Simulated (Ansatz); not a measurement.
C$_{7}$H$_{16}$ (`CCCC(C)CC`). The species carries charge 0 and has multiplicity 1. Geometry: relaxed with PBE0-D4/def2-TZVP. It is one conformer, not always the lowest.

```xyz
23

C     2.146    1.714    1.596
C     1.427    0.630    0.812
C    -0.077    0.857    0.766
C    -0.894   -0.190    0.004
C    -0.802   -1.565    0.654
C    -0.528   -0.228   -1.479
C    -1.492   -1.032   -2.336
H     3.225    1.544    1.624
H     1.789    1.756    2.629
H     1.976    2.699    1.152
H     1.829    0.592   -0.206
H     1.643   -0.345    1.262
H    -0.454    0.914    1.795
H    -0.269    1.841    0.320
H    -1.942    0.133    0.067
H    -1.027   -1.509    1.722
H    -1.507   -2.269    0.207
H     0.200   -1.991    0.546
H     0.483   -0.634   -1.595
H    -0.488    0.801   -1.854
H    -2.515   -0.658   -2.232
H    -1.224   -0.973   -3.393
H    -1.498   -2.089   -2.060
```

Question: What is the dipole moment at B3LYP/def2-TZVPP? (Best estimate.)

Answer: Ansatz gave: 0.06 D, with components (-0.02, 0.00, -0.06) D in this frame, pointing from negative to positive charge.

Question: And with PBE, r2SCAN, ωB97M-V? (Estimate.)

Answer: Ansatz gave: PBE 0.06 D, r2SCAN 0.06 D, ωB97M-V 0.06 D.

Question: Give the Mulliken charges with B3LYP, r2SCAN, PBE in def2-TZVPP. (Best estimate.)

Answer: Ansatz gave: 
```
atom  B3LYP  r2SCAN    PBE
  C1  -0.27   -0.17  -0.26
  C2  -0.09   -0.02  -0.10
  C3  -0.11   -0.05  -0.10
  C4   0.12    0.20   0.12
  C5  -0.30   -0.23  -0.29
  C6  -0.10   -0.03  -0.10
  C7  -0.28   -0.18  -0.27
  H8   0.08    0.04   0.08
  H9   0.07    0.04   0.07
 H10   0.07    0.04   0.07
 H11   0.05    0.02   0.06
 H12   0.06    0.03   0.06
 H13   0.05    0.02   0.05
 H14   0.05    0.02   0.05
 H15   0.02   -0.02   0.02
 H16   0.08    0.05   0.07
 H17   0.08    0.05   0.08
 H18   0.07    0.04   0.07
 H19   0.05    0.02   0.05
 H20   0.06    0.02   0.05
 H21   0.07    0.04   0.07
 H22   0.08    0.04   0.08
 H23   0.08    0.04   0.08
```

B3LYP here is the variant with VWN-RPA as its local correlation; programs differ in this.
